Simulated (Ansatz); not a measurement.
A made-up structure of CH2ClSi (charge +1), singlet:

```xyz
5
angstrom
C -0.3034 0.5992 -0.4392
Si 0.1195 -0.7437 0.5558
Cl 1.7067 -1.6781 1.1943
H -0.7310 1.4640 0.0775
H -0.7260 -0.2915 1.6032
```

It is relaxed with PBE-D4/def2-SVP and then PBE0-D4/def2-TZVP (Ansatz 0.2.0). Atoms count as bonded within 1.22 times the sum of their covalent radii (H–H: 0.88 Å). The end point is not checked to be a true minimum.

**Question.** Does its bonding change? (Judge from chemistry; the calculation decides.)

**Answer.** Computed: Yes. Formed: C1–H5; broken: Si2–H5.

Where it ends: The first stage lowers the energy by 3.32 eV in 16 steps. It ends as CH₂ClSi ([CH2][Si][Cl]), total charge +1:
```xyz
5
angstrom
C -0.6444 0.2628 0.3589
Si 0.7992 -0.3999 1.0289
Cl 1.9547 -1.9562 0.8236
H -0.5240 1.1738 -0.2355
H -1.5198 0.2694 1.0157
```

Labels in which every atom is bracketed show which atoms are joined, not bond orders.

For scale, one of the runs: PBE0-D4/def2-TZVP relaxation, 117 basis functions, launched by `ansatz run in.yaml --threads 2 --pin off --events-out ev --progress --plain --max-ram 4352MiB`. Hardware: 2 CPU threads of an Arm Neoverse V1, shared host. Wall time about 13 s.
